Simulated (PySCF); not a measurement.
**Simulated characterisation data**

Equivalent nuclei averaged, a single conformation, no relativistic terms, in vacuum. GFN2-xTB geometry; J couplings at B3LYP/pcJ-1; shieldings: GIAO PBE0/pcSseg-1; PySCF 2.14.0 with density-fitted response routines.

Scale: TMS for ¹H and ¹³C (reference shieldings calculated alike). Multiplet labels drop J under 1 Hz and among equivalent protons, and merge close values. Unscaled 3J(H,H) run several per cent high. Splittings of carbon signals by F and P are missing where no couplings were computed. Where no couplings were computed, multiplicities follow the n + 1 count of equivalent neighbours, and m marks all less simple cases (inequivalent or close neighbours, rings, F or P nearby). Shifts are as computed. Against solution values, carbons near 30 ppm lie about +3 ppm off and those near 130 ppm about +5 ppm. Of 1211 compounds with measured shifts, 218 miss one by over three times the rms of a fit or turn the order of signals round; such compounds aren't used in these exercises.

**1.** SMILES C, CH₄. ¹H NMR (400 MHz, computed): δ 0.24 (s, 4H). ¹³C{¹H} NMR (computed): δ -5.5.

**2.** SMILES [SiH3]Pc1ccccc1, C₆H₉PSi. ¹H NMR (400 MHz, computed): δ 7.73 (m, 2H), 7.54 (m, 2H), 7.45 (m, 1H), 4.04 (m, 3H), 3.39 (m, 1H). ¹³C{¹H} NMR (computed): δ 140.1, 138.0, 134.3, 132.2.

**3.** SMILES C(/C)=C\[P@@](C)(=O)P(C)C, C₆H₁₄OP₂. ¹H NMR (400 MHz, computed): δ 7.01 (m, 1H), 5.72 (m, 1H), 2.09 (d, 3H), 1.38 (m, 3H), 1.19 (m, 6H). ¹³C{¹H} NMR (computed): δ 156.5, 133.0, 24.0, 20.4, 7.9.
